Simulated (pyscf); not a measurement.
Thermochemistry of product channels of F–Ti(F)(F)–F + SiH₄ on the singlet surface, in eV, from ωB97M-D3(BJ)/def2-TZVP energies (ideal gas, 1 atm, RRHO with modes under 100 cm⁻¹ raised to 100, one conformer, R ln 2 for chiral ones without a mode under 150 cm⁻¹). PySCF, gas phase, ωB97X-D3(BJ)/def2-SVP geometries.

```json
[
 {"products": "HF + F–Ti(F)(F)–SiH₃", "ΔE": "…", "ΔH(298 K)": "+2.03", "ΔG(298 K)": "+1.94", "ΔG(900 K)": "…"},
 {"products": "F–SiH₃ + F–TiH(F)–F", "ΔE": "+0.69", "ΔH(298 K)": "+0.68", "ΔG(298 K)": "+0.60", "ΔG(900 K)": "+0.44"}
]
```

What belongs in the gaps?


- HF + F–Ti(F)(F)–SiH₃, ΔE: +1.99
- HF + F–Ti(F)(F)–SiH₃, ΔG(900 K): +1.69

These are energies of the channels, which say nothing of barriers.
